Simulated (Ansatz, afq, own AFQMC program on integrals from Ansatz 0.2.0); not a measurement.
AlBH2, triplet in 6-31G, levels against full CI

```xyz
4

B     0.0000    0.0000    1.2654
Al    0.0000    0.0000   -1.0716
H     0.0000    0.0000    2.4485
H     0.0000    0.0000   -2.6424
```

Connectivity, by distances: BH–AlH.

Basis 6-31G. Only valence electrons are correlated. AFQMC by an in-house program on the Cholesky factors that Ansatz 0.2.0 writes for its CCSD(T) run. The CISD trial takes its coefficients from CCSD amplitudes. Released means that phaseless walkers are propagated on without the constraint, phases kept. Error bars are statistical, one sigma.

Determinant: UHF, the one that the program's search chose, which needn't be the lowest solution. The geometry is a point of a scan.

Full CI on the same integrals is exact in this basis and with this determinant's frozen core.

Cautions: lower spins were not checked; the search met a lower determinant of the same kind, perhaps of another symmetry (41 meV lower), and this one is a saddle point; the ph-AFQMC/CISD walk drifts between its halves (2.1 errors); the released energy hasn't reached full CI (26 meV above it at 1.62 1/Eh, later times being too noisy to tell), so no released level is given (meV from the phaseless value at times in 1/Eh: -7.5 ± 2.0 at 0.24, -17.6 ± 2.0 at 0.51, -38 ± 11 at 0.99, -32 ± 7 at 1.62, 42 ± 84 at 2.40).

```
T1 diagnostic                               : 0.0221
weight of the determinant in the CISD state : 0.884
⟨S²⟩ of the determinant                     : 2.026
size of the correlated space                : 8 electrons in 20 orbitals
```

Reference: full CI, correlation energy -3.150 eV.

```tsv
level	E − E(reference) (kcal/mol)	share of correlation (%)
HF	72.64	0.00
MP2	20.10	72.32
CCSD	3.90	94.63
CCSD(T)	1.33	98.17
CCSDT	0.47	99.35
CCSDT(Q)	0.14	99.81
CCSDTQ	0.04	99.95
ph-AFQMC/CISD	1.34 ± 0.07	98.15
```

CCSDT and higher add their correlation energy to the determinant of the CCSD(T) run, since their own runs factorise the integrals more tightly (a shift of under 2 meV). A walk keeps the symmetry of its determinant, which the program's search chose and which needn't be the lowest solution, so a lower state of the same spin and another symmetry isn't excluded.
